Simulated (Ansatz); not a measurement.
C$_{4}$H$_{6}$ClF (`C=CCC(F)Cl`) at its PBE0-D4/def2-TZVP geometry, where that method's forces vanish. Total charge 0; spin multiplicity 1.

```xyz
12

C     0.4968    0.1534    1.9388
C     0.0103    0.5826    0.7848
C     0.4863    0.1142   -0.5493
C    -0.6115   -0.4089   -1.4477
F    -1.5388    0.5661   -1.6713
Cl   -1.4324   -1.8197   -0.7437
H     1.2824   -0.5946    1.9814
H     0.1265    0.5325    2.8839
H    -0.7807    1.3276    0.7762
H     0.9466    0.9469   -1.0967
H     1.2431   -0.6660   -0.4405
H    -0.2286   -0.7343   -2.4159
```

What forces (eV/Å) does r2SCAN-D4/def2-TZVPP give on these atoms in Ansatz? (Estimate.)

Computed: 
```
C1   0.072 -0.061  0.196
C2  -0.093  0.083 -0.079
C3   0.114  0.017  0.026
C4   0.306 -0.067 -0.161
F5  -0.230  0.262 -0.040
Cl6 -0.141 -0.239  0.127
H7  -0.009  0.008 -0.005
H8   0.005 -0.008 -0.014
H9  -0.005  0.002 -0.015
H10 -0.008  0.003 -0.020
H11 -0.001  0.002  0.000
H12 -0.008 -0.001 -0.013
```
